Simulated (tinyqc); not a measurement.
Worked calculation: coupled-perturbed Hartree-Fock on RHF in the sto-3g basis, for BH2+, spin multiplicity 1. One step of it, computed by the program tinyqc.

Task: Iteration 9 (converged): orbitals. Diagonalise F' = X^T F X, C = X C', fill 3 alpha and 3 beta electrons from the bottom; D = 2 C_occ C_occ^T. Each column has its largest component positive (the first on a tie).

converged F (hartree), lower triangle:
```
,1B 1s,1B 2s,1B 2px,1B 2py,1B 2pz,2H 1s,3H 1s
1B 1s,-7.921830
1B 2s,-2.300844,-1.413946
1B 2px,0.000000,0.000000,-0.157055
1B 2py,0.000543,0.006712,0.000000,-0.574729
1B 2pz,0.010568,-0.110747,0.000000,0.006650,-0.216957
2H 1s,-0.389715,-0.605415,0.000000,-0.446013,-0.208209,-0.600725
3H 1s,-0.437673,-0.644522,0.000000,0.463341,-0.220047,-0.110681,-0.631647
```

X:
```
,1,2,3,4,5,6,7
1B 1s,-0.344470,-0.075073,0.764723,0.000000,-0.579626,0.016199,0.214971
1B 2s,1.088935,0.186820,-0.326472,0.000000,-0.279687,0.029209,0.467409
1B 2px,0.000000,0.000000,0.000000,1.000000,0.000000,0.000000,0.000000
1B 2py,-0.212180,1.016503,0.004070,0.000000,-0.003332,0.595684,-0.032133
1B 2pz,0.513456,0.087088,0.625230,0.000000,0.664312,0.013977,0.212132
2H 1s,-0.586145,-0.895887,-0.205252,0.000000,0.161449,0.419158,0.337449
3H 1s,-0.916095,0.636888,-0.194804,0.000000,0.155303,-0.369695,0.385190
```

Give: F' = X^T F X; orbital energies; coefficients C; D after iteration 9.

Result:

F' = X^T F X (hartree), lower triangle:
```
,1,2,3,4,5,6,7
1,0.066
2,-0.062,0.222
3,0.705,0.183,-3.525
4,0.000,0.000,0.000,-0.157
5,-0.511,-0.144,3.253,0.000,-3.445
6,0.010,0.013,-0.110,0.000,0.123,-0.795
7,0.195,0.062,-1.701,0.000,1.855,-0.067,-1.980
```

orbital energies (hartree): MO1 -7.926, MO2 -0.948, MO3 -0.791, MO4 -0.240, MO5 -0.157, MO6 0.199, MO7 0.250

coefficients C:
```
,MO1,MO2,MO3,MO4,MO5,MO6,MO7
1B 1s,0.992,-0.235,-0.012,0.141,0.000,0.159,0.078
1B 2s,0.029,0.697,0.044,-0.575,0.000,-0.798,-0.411
1B 2px,0.000,0.000,0.000,0.000,1.000,0.000,0.000
1B 2py,0.000,-0.026,0.587,-0.002,0.000,-0.430,0.951
1B 2pz,0.001,0.115,0.001,0.779,0.000,-0.657,-0.312
2H 1s,-0.005,0.274,0.416,0.265,0.000,1.027,-0.362
3H 1s,-0.005,0.315,-0.386,0.250,0.000,0.389,1.063
```

D after iteration 9, lower triangle:
```
,1B 1s,1B 2s,1B 2px,1B 2py,1B 2pz,2H 1s,3H 1s
1B 1s,2.080
1B 2s,-0.271,0.976
1B 2px,0.000,0.000,0.000
1B 2py,-0.002,0.016,0.000,0.690
1B 2pz,-0.052,0.160,0.000,-0.004,0.026
2H 1s,-0.148,0.419,0.000,0.474,0.064,0.497
3H 1s,-0.149,0.404,0.000,-0.470,0.071,-0.149,0.497
```
